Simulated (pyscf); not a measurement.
Optimised with ωB97X-D3(BJ)/def2-SVP in PySCF.

Q: What is the homolytic dissociation enthalpy (298 K, ωB97M-D3(BJ)/def2-TZVP) of the Cl–Ta bond of HO–Ta(F)(F)(F)–Cl (SMILES [OH][Ta]([F])([F])([F])[Cl]), to [HO–Ta(F)(F)–F]• + Cl•?

A: Cl–Ta to [HO–Ta(F)(F)–F]• + Cl•: 95.9 kcal/mol. The 7 functionals that were run give +93.1 (M06-2X) to +102.5 kcal/mol (ωB97X-D3(BJ)). The radicals are drawn with the spin at the cut bond; how far it spreads was not checked. Other isomers of [HO–Ta(F)(F)–F]• were not searched in full and may lie lower. Left out: the spin-orbit lowering of Cl. Open-shell species with a d-block atom are single-reference here; other states, and whether the spin sits on metal or ligand, were not checked. Elements past Kr carry the def2 core potentials, without spin-orbit coupling.
